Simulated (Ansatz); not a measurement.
# CH₇BSi: a ladder of functionals and wavefunction methods

An exercise on one series of results from a longer session: the logs are not shown, and one member is left open.

The runs use Ansatz 0.2.0, Gaussian basis; functionals in def2-TZVPP, the program's frozen cores in correlated methods.

Plan: LDA (SPW92), PBE-D4, revPBE-D4, BLYP-D4, r2SCAN-D4, B97M-V, PBE0-D4, B3LYP-D4, r2SCANh-D4, r2SCAN0-D4, HSE06-D4, BHLYP-D4, CAM-B3LYP-D4, LC-ωPBE, ωB97X-V, ωB97M-V, B2PLYP, PBE-QIDH; CCSD(T)/def2-SVP; CCSD(T)/def2-TZVPP; CCSD(T)/def2-QZVPP; extrapolation to the limit.

## The relaxed structure

The geometry comes from an earlier relaxation with PBE0-D4 in a triple-zeta def2 set; it is a stationary point, not always the lowest conformer.

SMILES `CB[SiH3]`, 10 atoms, charge 0, spin multiplicity 1.

Atoms are counted from 1 here; the program's logs count them from 0.

Bond lengths: C1–B2 1.550 Å, C1–H4 1.106 Å, C1–H5 1.092 Å, C1–H6 1.091 Å, B2–Si3 2.018 Å, B2–H7 1.201 Å, Si3–H8 1.491 Å, Si3–H9 1.491 Å, Si3–H10 1.494 Å. Angles: B2–C1–H4 102.7°, B2–C1–H5 114.9°, B2–C1–H6 116.2°, H4–C1–H5 105.3°, H4–C1–H6 106.0°, H5–C1–H6 110.4°, C1–B2–Si3 124.4°, C1–B2–H7 118.6°, Si3–B2–H7 117.0°, B2–Si3–H8 111.7°, B2–Si3–H9 114.0°, B2–Si3–H10 107.9°, H8–Si3–H9 108.2°, H8–Si3–H10 107.1°, H9–Si3–H10 107.6°.

Set-up of the first run:

The input, in.yaml:

```yaml
crystal:
  periodic: [false, false, false]
  atoms:
    - {symbol: C, position_ang: [-1.087858, 0.974956, -0.576913]}
    - {symbol: B, position_ang: [0.112022, 0.000328, -0.689947]}
    - {symbol: Si, position_ang: [1.014128, -0.883143, 0.884833]}
    - {symbol: H, position_ang: [-1.958392, 0.307457, -0.716175]}
    - {symbol: H, position_ang: [-1.157861, 1.712226, -1.379982]}
    - {symbol: H, position_ang: [-1.228599, 1.454133, 0.393409]}
    - {symbol: H, position_ang: [0.516787, -0.288162, -1.783731]}
    - {symbol: H, position_ang: [1.154229, -2.354129, 0.685516]}
    - {symbol: H, position_ang: [0.324945, -0.654189, 2.186687]}
    - {symbol: H, position_ang: [2.393701, -0.320777, 0.999304]}
basis:
  gaussian: {orbitals: def2-TZVPP}
hamiltonian: {xc: lda}
output: {orbitals: {seedname: orbitals}}
```

Command:

```
ansatz run in.yaml --threads 2 --pin off --events-out ev --progress --plain --max-ram 32768MiB --backend cpu
```

Steps of the session up to this table: LDA; PBE-D4 (GGA); revPBE-D4 (GGA); BLYP-D4 (GGA); r2SCAN-D4 (meta-GGA); B97M-V (meta-GGA); B3LYP-D4 (hybrid); r2SCANh-D4 (hybrid); r2SCAN0-D4 (hybrid); HSE06-D4 (hybrid); BHLYP-D4 (hybrid); CAM-B3LYP-D4 (range-separated); LC-ωPBE (range-separated); ωB97X-V (range-separated); ωB97M-V (range-separated); B2PLYP (double hybrid); PBE-QIDH (double hybrid).

One table of the session follows, with a row left open; its other results are not shown here.

It belongs to the step «Orbital energies across the functionals». 

```
  functional  HOMO (eV)  LUMO (eV)  gap (eV)
 LDA (SPW92)      -6.75      -3.03      3.72
      PBE-D4      -6.70      -2.81      3.89
   revPBE-D4      -6.67      -2.71      3.97
     BLYP-D4      -6.61      -2.63      3.98
   r2SCAN-D4      -6.95      -2.48      4.47
      B97M-V      -7.06      -2.60      4.46
     PBE0-D4          ?          ?         ?
    B3LYP-D4      -7.74      -2.02      5.72
  r2SCANh-D4      -7.40      -2.14      5.26
  r2SCAN0-D4      -8.07      -1.64      6.43
    HSE06-D4      -7.52      -2.21      5.31
    BHLYP-D4      -9.07      -0.74      8.33
CAM-B3LYP-D4      -9.28      -0.67      8.61
     LC-ωPBE     -10.62       0.50     11.12
     ωB97X-V     -10.28       0.39     10.67
     ωB97M-V     -10.08       0.14     10.22
```

Q: Estimate the row for PBE0-D4 from the others.

The run gave: HOMO (eV): -7.92; LUMO (eV): -1.82; gap (eV): 6.09. In the column «HOMO (eV)» it lies between r2SCAN0-D4 (-8.07) and B3LYP-D4 (-7.74).
